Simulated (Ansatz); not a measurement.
**Dissociation curves of C2H (SMILES [C]#C)**

C2H: 3 atoms, total charge 0, spin state doublet. SMILES: `[C]#C`. Geometry: relaxed at PBE0-D4/def2-TZVP.

```xyz
3

C     0.6153    0.8758    0.4353
C    -0.0239   -0.0340   -0.0164
H    -0.5914   -0.8418   -0.4188
```

The C1–C2 distance is scanned; the parts on either side stay rigid. Basis STO-3G, 2 core orbitals frozen in the correlated methods; program Ansatz 0.2.0. FCI is exact within this basis and core. Energies in eV from each method's value at 1.200 Å; open shells run as named. The shape above is that at 1.200 Å.

```tsv
distance (Å)	USVWN5	UBLYP	UBHLYP	UCAM-B3LYP	UCCSD	UCCSDT(Q)	FCI
1.200	0.00	0.00	0.00	0.00	0.00	0.00	0.00
1.800	4.68	3.86	4.31	4.48	4.64	4.52	4.50
2.400	8.81	7.43	7.37	7.93	7.61	7.60	7.59
3.000	10.31	8.55	7.75	8.46	8.19	8.22	8.23
```

Departure from the FCI curve at its largest: USVWN5 +2.07 eV at 3.00 Å; UBLYP -0.64 eV at 1.80 Å; UBHLYP -0.48 eV at 3.00 Å; UCAM-B3LYP +0.35 eV at 2.40 Å; UCCSD +0.14 eV at 1.80 Å; UCCSDT(Q) +0.02 eV at 2.40 Å. For the functionals part of the departure is owed to the small basis.
